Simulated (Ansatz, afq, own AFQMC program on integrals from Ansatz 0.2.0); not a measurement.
# AFQMC, coupled cluster and functionals along a coordinate of C₂H₂, singlet

```json
{"atom": "C", "x (Å)": "0.0000", "y (Å)": "0.0000", "z (Å)": "0.5985"}
{"atom": "C", "x (Å)": "0.0000", "y (Å)": "0.0000", "z (Å)": "-0.5985"}
{"atom": "H", "x (Å)": "0.0000", "y (Å)": "0.0000", "z (Å)": "1.6632"}
{"atom": "H", "x (Å)": "0.0000", "y (Å)": "0.0000", "z (Å)": "-1.6632"}
```

The angle C2–C1–H3 is changed with bond lengths fixed. Energies in kJ/mol count from this geometry (180.000 °) at the same level; the start stands on RHF, each point on the determinant named.

Basis cc-pVDZ. Noble-gas cores (and the filled d shells of Ga–Kr and In–Xe) are frozen. Ansatz 0.2.0 and our own AFQMC program on the same integrals; the CISD trial comes from CCSD amplitudes, and released means the phaseless constraint is let go. ± is one standard error of the sampling.

Cautions, each for one point or more: higher spins were not checked; raised T1 diagnostic; restricted determinant unstable towards unrestricted.

| angle C2–C1–H3 / ° | det. | T1 | weight | CCSD(T) | ph-AFQMC/CISD | released AFQMC | CCSDT(Q) | B2PLYP | PBE0 |
| --- | --- | --- | --- | --- | --- | --- | --- | --- | --- |
| 68.300 | RHF | 0.020 | 0.89 | 248.5 | 246.4 ± 2.8 | 248.3 ± 2.7 | 248.6 | 244.9 | 232.6 |
| 86.200 | RHF | 0.029 | 0.87 | 200.7 | 200.0 ± 2.4 | 200.1 ± 2.8 | 200.1 | 198.5 | 191.0 |
| 120.800 | RHF | 0.020 | 0.87 | 83.9 | 82.2 ± 3.3 | 81.9 ± 2.8* | 83.4 | 86.0 | 86.5 |
| 137.900 | RHF | 0.015 | 0.88 | 42.0 | 40.3 ± 2.8 | 44.2 ± 2.7 | 41.7 | 43.8 | 44.8 |
| 159.800 | RHF | 0.012 | 0.88 | 9.7 | 8.5 ± 2.9 | 9.3 ± 2.6 | 9.6 | 10.2 | 10.6 |

Weight is that of the determinant in the CISD state; at the start T1 is 0.012 and the weight 0.89. An asterisk marks released energies that aren't shown to be converged. Symmetry can't show for every point that it stays on the start's state. Largest departures from CCSDT(Q), at the points where its series has closed: CCSD(T) 0.5 kJ/mol at 120.800 (on RHF), ph-AFQMC/CISD -2.3 kJ/mol at 68.300 (on RHF) (within the noise), released AFQMC 2.5 kJ/mol at 137.900 (on RHF) (within the noise). The functionals aren't scored here. In this small basis the wave-function levels are far from their limit, so their gap to the functionals isn't the functionals' error.

Some points may be missing: those where a free walk finds a much lower state, and past Zn most of those on another determinant than at the start.

CCSDT and higher add their correlation energy to the determinant of the CCSD(T) run, since their own runs factorise the integrals more tightly (a shift of under 2 meV). A walk keeps the symmetry of its determinant, which the program's search chose and which needn't be the lowest solution, so a lower state of the same spin and another symmetry isn't excluded.
